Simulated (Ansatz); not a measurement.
## CCSD(T) against full CI for several species

Each species is computed at the geometry given (Å), with frozen cores, in Ansatz 0.2.0: RHF-CCSD(T) for singlets, UHF-CCSD(T) otherwise, and full CI in the same basis. The program picks the determinant by a search with trial CCSD, so it needn't be the lowest Hartree–Fock solution. States: HB–AlH triplet Σ⁻ or Δ, NaBH2 (H-bridged) triplet A, HSiMg doublet A'', CN⁺ triplet Π. Cases whose determinant has another symmetry than full CI's state, or lies over 0.5 eV above the lowest of its kind, whose (Q) step broke down or whose higher cluster runs on it stay over 0.1 eV above full CI weren't drawn.

Question: Judging by size, spin and bonding, rank them by the size of CCSD(T)'s error in total energy against full CI in the same basis, smallest first (an estimate).
A. HSiMg, doublet, 6-31G: Si 0.000 -0.055 1.011; Mg 0.000 0.011 -1.199; H 0.000 1.270 0.752
B. HB–AlH, triplet, 6-31G: B 0.000 0.000 0.995; Al 0.000 0.000 -0.914; H 0.000 0.000 2.405; H 0.000 0.000 -2.485
C. CN⁺, triplet, 6-31G: N 0.000 0.000 0.000; C 0.000 0.000 1.160
D. NaBH2 (H-bridged), triplet, 6-31G: B -0.125 0.007 1.578; Na 0.019 0.007 -0.877; H 0.510 -1.336 1.535; H 0.389 1.095 1.543

Answer: D (16.3 meV), B (33.2 meV), A (53.9 meV), C (85.2 meV).

```csv
species,basis,correlated electrons,CCSD(T) − full CI (meV),CCSDT(Q) − full CI (meV),unpaired electrons (full CI),T1,⟨S²⟩ of the determinant
"NaBH2 (H-bridged), triplet",6-31G,6,16.3,-0.4,2.03,0.025,2.01
"HB–AlH, triplet",6-31G,8,33.2,1.3,2.06,0.017,2.03
"HSiMg, doublet",6-31G,7,53.9,-0.7,1.29,0.104,1.50
"CN⁺, triplet",6-31G,8,85.2,-2.0,2.10,0.072,2.18
```

Unpaired electrons are Σ n²(2−n)² over natural occupations; an open shell counts its own unpaired electrons too. Frozen cores follow each run's orbitals, which moves totals by a few meV.
